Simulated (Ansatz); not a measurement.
Born–Oppenheimer molecular dynamics of CHCl2 (4 atoms, charge -1, multiplicity 1). It starts from a relaxed structure.

Theory: Ansatz, RKS PBE-D4/6-31G*.

| Quantity | Value |
| --- | --- |
| ensemble | NVT, Nosé–Hoover chain |
| time step | 1 fs |
| steps asked | 166 |
| set temperature | 400 K |
| thermostat | time constant 50 fs, chain length 3 |
| seed | 863613 |

Frames 2 fs apart, positions in Å, forces in eV/Å.

Velocities at 40.0 fs (Å/ps):

```
Cl -0.35 0.27 -0.45
C -0.64 -4.96 4.74
Cl 0.20 1.27 -1.32
H 12.87 4.75 5.94
```

```xyz
4
Properties=species:S:1:pos:R:3:forces:R:3 time_fs=40.0 energy_less_start_eV=0.076 T=187
Cl -1.588 0.394 -0.503 -0.24 0.01 0.10
C 0.313 0.052 -0.515 -0.07 -1.20 -1.25
Cl 0.642 -1.345 0.876 -0.06 0.43 0.03
H 0.584 0.955 0.029 0.36 0.76 1.12
4
Properties=species:S:1:pos:R:3:forces:R:3 time_fs=42.0 energy_less_start_eV=0.044 T=313
Cl -1.589 0.394 -0.504 -0.24 0.03 0.15
C 0.311 0.041 -0.507 0.36 -0.06 -0.66
Cl 0.642 -1.342 0.873 -0.07 0.31 0.11
H 0.615 0.975 0.059 -0.06 -0.28 0.40
4
Properties=species:S:1:pos:R:3:forces:R:3 time_fs=44.0 energy_less_start_eV=0.062 T=262
Cl -1.590 0.395 -0.505 -0.24 0.04 0.18
C 0.311 0.029 -0.501 0.74 0.84 -0.12
Cl 0.643 -1.339 0.870 -0.09 0.14 0.18
H 0.645 0.985 0.106 -0.42 -1.02 -0.25
4
Properties=species:S:1:pos:R:3:forces:R:3 time_fs=46.0 energy_less_start_eV=0.063 T=268
Cl -1.591 0.396 -0.506 -0.21 0.04 0.20
C 0.314 0.019 -0.496 0.84 1.01 0.05
Cl 0.643 -1.336 0.868 -0.10 -0.05 0.24
H 0.660 0.958 0.145 -0.53 -1.01 -0.49
4
Properties=species:S:1:pos:R:3:forces:R:3 time_fs=48.0 energy_less_start_eV=0.031 T=403
Cl -1.593 0.396 -0.506 -0.15 0.04 0.20
C 0.319 0.012 -0.490 0.63 0.48 -0.23
Cl 0.643 -1.332 0.866 -0.10 -0.26 0.28
H 0.655 0.893 0.167 -0.37 -0.26 -0.25
4
Properties=species:S:1:pos:R:3:forces:R:3 time_fs=50.0 energy_less_start_eV=0.053 T=336
Cl -1.595 0.397 -0.506 -0.09 0.02 0.19
C 0.326 0.006 -0.485 0.17 -0.53 -0.94
Cl 0.643 -1.329 0.864 -0.10 -0.49 0.32
H 0.637 0.818 0.181 0.02 1.00 0.44
4
Properties=species:S:1:pos:R:3:forces:R:3 time_fs=52.0 energy_less_start_eV=0.089 T=218
Cl -1.597 0.398 -0.506 -0.08 -0.02 0.15
C 0.333 -0.001 -0.483 0.00 -0.71 -1.10
Cl 0.643 -1.326 0.862 -0.09 -0.73 0.37
H 0.618 0.777 0.211 0.17 1.46 0.59
4
Properties=species:S:1:pos:R:3:forces:R:3 time_fs=54.0 energy_less_start_eV=0.072 T=286
Cl -1.599 0.399 -0.506 -0.12 -0.07 0.09
C 0.342 -0.010 -0.484 0.25 0.42 -0.14
Cl 0.643 -1.324 0.861 -0.07 -0.93 0.42
H 0.604 0.789 0.262 -0.06 0.57 -0.37
4
Properties=species:S:1:pos:R:3:forces:R:3 time_fs=56.0 energy_less_start_eV=0.103 T=187
Cl -1.601 0.400 -0.505 -0.15 -0.12 0.02
C 0.350 -0.018 -0.486 0.35 1.41 0.69
Cl 0.642 -1.323 0.860 -0.05 -0.99 0.45
H 0.588 0.823 0.300 -0.15 -0.29 -1.17
4
Properties=species:S:1:pos:R:3:forces:R:3 time_fs=58.0 energy_less_start_eV=0.110 T=172
Cl -1.604 0.400 -0.505 -0.15 -0.17 -0.03
C 0.361 -0.023 -0.485 0.22 1.67 0.81
Cl 0.642 -1.323 0.860 -0.03 -0.92 0.46
H 0.566 0.849 0.295 -0.03 -0.58 -1.24
4
Properties=species:S:1:pos:R:3:forces:R:3 time_fs=60.0 energy_less_start_eV=0.062 T=364
Cl -1.607 0.401 -0.504 -0.12 -0.19 -0.06
C 0.372 -0.022 -0.483 -0.08 1.12 0.21
Cl 0.642 -1.324 0.860 -0.01 -0.72 0.44
H 0.543 0.854 0.244 0.21 -0.21 -0.59
4
Properties=species:S:1:pos:R:3:forces:R:3 time_fs=62.0 energy_less_start_eV=0.066 T=374
Cl -1.610 0.401 -0.504 -0.05 -0.20 -0.07
C 0.384 -0.017 -0.479 -0.45 -0.15 -0.90
Cl 0.641 -1.326 0.860 0.01 -0.44 0.41
H 0.527 0.853 0.170 0.49 0.78 0.56
```

Of the whole run (166 fs, mean temperature of the second half 502 K): The conserved energy stayed within 1.8 meV per atom of its start (net change 0.96 meV per atom), so the integration is sound. The mean temperature of the second half is 26 % above the set value. A run of 0.17 ps of so small a system gives no equilibrium averages. Limits of this set-up: an anion without diffuse functions, the dipole of an ion depends on the origin.

Time of the run: 5.8 min on 1 thread of AMD EPYC (Zen 3) (shared host), peak memory 0.092 GiB.
